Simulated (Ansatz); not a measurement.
```yaml
crystal:
  periodic: [false, false, false]
  atoms:
    - {symbol: C, position_ang: [0.405524, -0.321846, 2.572721]}
    - {symbol: C, position_ang: [0.851759, 0.031056, 1.387955]}
    - {symbol: C, position_ang: [1.030725, -0.455040, -0.056480]}
    - {symbol: C, position_ang: [0.328560, 0.336382, -1.118247]}
    - {symbol: C, position_ang: [-1.061570, 0.369473, -0.889482]}
    - {symbol: C, position_ang: [-1.859297, -0.117171, -1.739590]}
    - {symbol: H, position_ang: [-0.013852, -1.456026, 2.401808]}
    - {symbol: H, position_ang: [0.196518, 0.064188, 3.304867]}
    - {symbol: H, position_ang: [1.223300, 1.341879, 1.495156]}
    - {symbol: H, position_ang: [2.128235, -0.320038, -0.285264]}
    - {symbol: H, position_ang: [0.774978, -1.406847, 0.075780]}
    - {symbol: H, position_ang: [0.769480, 0.006992, -2.090307]}
    - {symbol: H, position_ang: [0.794293, 1.336547, -0.856657]}
    - {symbol: H, position_ang: [-1.514859, -0.087648, -2.748509]}
    - {symbol: H, position_ang: [-1.514859, -0.387648, -2.748509]}
    - {symbol: H, position_ang: [-2.977146, -0.036893, -1.771487]}
basis:
  gaussian: {orbitals: def2-TZVP}
magnetization: {spin_polarized: true, initial_magnetization: 2}
hamiltonian: {xc: {name: r2SCANh}, pseudopotentials: {relativity: none}}
```

```sh
$ ansatz run in.yaml --threads 2 --pin off --events-out ev --progress --plain --max-ram 22528MiB --backend cpu
```

It prints (some lines left out):

```
Functional definition: r2SCANh
1520 factors; their error is unknown
mean field evaluation 1: about -6338.9672 eV, gradient 5.6e1 eV
mean field evaluation 2: about -6330.2240 eV, gradient 6.7e1 eV
mean field evaluation 4: about -6354.9989 eV, gradient 6.3e0 eV
mean field evaluation 8: about -6355.2004 eV, gradient 3.0e-1 eV
mean field evaluation 16: about -6355.1620 eV, gradient 3.5e-3 eV
mean field -6355.16197954 eV, -233.5478950645 hartree, gradient 6.1e-5 eV, S^2 2.015249; 0 other end points of the search recorded, 0 dependent functions left out
reference -6355.16199453 eV, -233.5478956154 hartree; 24, 22 occupied and 222, 224 virtual orbitals, 1520 factors
Total energy: -6355.16199453 eV, -233.5478956154 hartree
```

In this input one atom was put on top of another. Self-consistency was reached. The result belongs to that input, not to the molecule as meant.
